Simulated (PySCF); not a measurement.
Isomers of C2H2F2O and their computed core-level spectra.

Method: delta-SCF UKS SCAN, pcX-2 on the ionised atom, pcseg-1 elsewhere, spin-free X2C (PySCF 2.14.0). Geometries: PBE0-D3(BJ)/def2-SVP; isolated species, one conformer each.

Line lists (1s up to Mg, 2p3/2 beyond; areas count atoms within a level, one atom standing for each set equivalent by bonding):
1. C 1s: 295.48 eV; O 1s: 539.99 eV; F 1s: 693.72 eV
2. C 1s: 294.81 (area 1), 296.46 (area 1) eV; O 1s: 539.61 eV; F 1s: 694.11 eV
3. C 1s: 293.48 (area 1), 297.64 (area 1) eV; O 1s: 539.97 eV; F 1s: 694.15 eV

Structures:
A. `FC1(F)CO1`
B. `[C@@H]1(F)O[C@@H]1F`
C. `O=CC(F)F`

**Question.** Which list belongs to which compound?

**Answer.** 
- 1 = B: no other candidate has these counts of sites. C 1s: 295.48 sp3 C–F carbon (×2); O 1s: 539.99 epoxide oxygen; F 1s: 693.72 alkyl fluorine (×2).
- 2 = C: another candidate has the same counts of sites, so positions decide. C 1s: 294.81 aldehyde carbon, 296.46 CHF2 carbon; O 1s: 539.61 aldehyde oxygen; F 1s: 694.11 fluorine of a CF2 group (×2).
- 3 = A: another candidate has the same counts of sites, so positions decide. C 1s: 293.48 sp3 carbon bound to oxygen, 297.64 CF2 carbon; O 1s: 539.97 epoxide oxygen; F 1s: 694.15 fluorine of a CF2 group (×2).

1 of these hole states is spin-contaminated (⟨S²⟩ 0.87, against 0.75; counted from 0.85) and less certain.
